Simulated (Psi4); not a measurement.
This Psi4 input (wB97X-V/aug-cc-pVDZ) gives -188.76463 Eh with 78 basis functions.

```
memory 8100 MB

molecule {
1 1
C    -0.00765201    0.00466428   -0.11016720
O     0.06716463   -0.04072056    1.10546523
O     0.01590056   -0.01200809   -1.23171942
H    -0.61860949    0.39384354    1.67103665
}

set {
  basis aug-cc-pvdz
  scf_type df
}

energy('wb97x-v')
print_variables()
```

Change:
```diff
- basis aug-cc-pvdz
+ basis def2-qzvppd
```

### Question
What does the run give now?

### Answer
-188.82919 Eh (wB97X-V/def2-QZVPPD, 228 functions), a change of -64.56 mEh.
